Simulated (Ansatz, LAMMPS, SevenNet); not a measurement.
# fcc Pd: properties by level of theory

Reference values: elastic constant C11 234 GPa (measured, 0 K, extrapolated to 0 K; zero-point effects included; as tabulated in Malica and Corso (2021), arXiv:2109.00459); elastic constant C44 71.2 GPa (measured, 0 K, extrapolated to 0 K; zero-point effects included; as tabulated in Malica and Corso (2021), arXiv:2109.00459).

```tsv
level (code)	elastic constant C11 (GPa)	elastic constant C44 (GPa)
Morse jacobson2022 (LAMMPS)	244	160
SevenNet-0	193	72.9
SevenNet-l3i5	204	80.6
LDA (Ansatz)	271	79.0
PBE (Ansatz)	199	60.7
```

Differences from the reference values (errors of the level alone only where the reference is corrected to a static lattice):

```csv
level,elastic constant C11 (%),elastic constant C44 (%)
Morse jacobson2022,+4.3,+125
SevenNet-0,-17.5,+2.4
SevenNet-l3i5,-12.8,+13.2
LDA,+15.8,+11.0
PBE,-15.0,-14.7
```

Nearest: elastic constant C11, Morse jacobson2022; elastic constant C44, SevenNet-0.

Empirical potentials (Morse jacobson2022) are fitted to chosen data: where that held the value shown, agreement is built in, and what lay outside the fit can be far off. Machine-learned potentials (SevenNet-0, SevenNet-l3i5) are trained on DFT data: a solid inside that data is no test of them.

Ansatz's density-functional and Hartree–Fock values are scalar-relativistic unless marked +SOC, with PAW data made under PBE.

Unless a cell is named, each level is at its own relaxed cell (Morse jacobson2022 14.61, SevenNet-0 15.47, SevenNet-l3i5 15.46, LDA 14.15, PBE 15.33 Å³/atom).

Differences are worked out from the printed values.

The computed numbers hold no vibrational or temperature effects.

Ansatz is an electronic-structure program.
